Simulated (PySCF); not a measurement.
Gas-phase reaction: BH₂ + 2 Cl → B + 2 HCl

Computed with PySCF (xtb for GFN2) and rigid-rotor harmonic-oscillator thermochemistry at 1 bar. 'Table' is the NASA 1993 thermochemical table (part measured, part estimated). After a fit of one offset per element over all species, the range-separated, M06-2X, PBE0/def2-QZVP and CCSD(T)/def2-TZVPP enthalpies, where run, lie to one side of the table for BH₂ (+121 kJ/mol): a fault of the table's entry, another state or a shared error of the levels is possible; this was not checked at source. S°(298 K) at PBE0/def2-TZVP differs from the NASA 1993 table for BH₂ (+14 J/mol/K); whether the harmonic model or the table's entry is off was not settled. † marks an energy on the PBE0/def2-TZVP geometry and frequencies; other levels use their own. 6-31G* has spherical d functions here. Open shells (unrestricted): BH₂ (multiplicity 2), Cl (multiplicity 2, electronic degeneracy 6), B (multiplicity 2, electronic degeneracy 6); the rest are closed-shell singlets. GFN2 has no spin-polarisation term. Spin-orbit splitting is ignored; it lowers the true energy and changes the entropy of Cl, B. B3LYP is the form with VWN-RPA correlation. For this reaction the table lies outside the span of B3LYP, CCSD(T), M06-2X, MP2, PBE0, r2SCAN, ωB97M-V, ωB97X-V in their largest bases here; which side is off was not settled. The harmonic model lacks anharmonicity and excited electronic states, which grow with temperature; levels with a mode under 35 cm⁻¹ are left out. The table's entry may be an old estimate for BH₂ (not checked at source).

```csv
level,"ΔH°(298 K), kJ",minus table,"ΔG°(1200 K), kJ"
table,-68.0,-,-84.0
B3LYP/6-31G*,-103.4,-35.4,-99.3
B3LYP/def2-TZVP†,-142.8,-74.8,-138.3
GFN2-xTB,90.3,158.3,94.4
HF/6-31G*,8.6,76.6,12.9
M06-2X/def2-TZVP†,-155.2,-87.2,-150.7
ωB97M-V/def2-TZVP†,-176.3,-108.3,-171.8
ωB97X-V/def2-TZVP†,-166.0,-98.0,-161.5
```
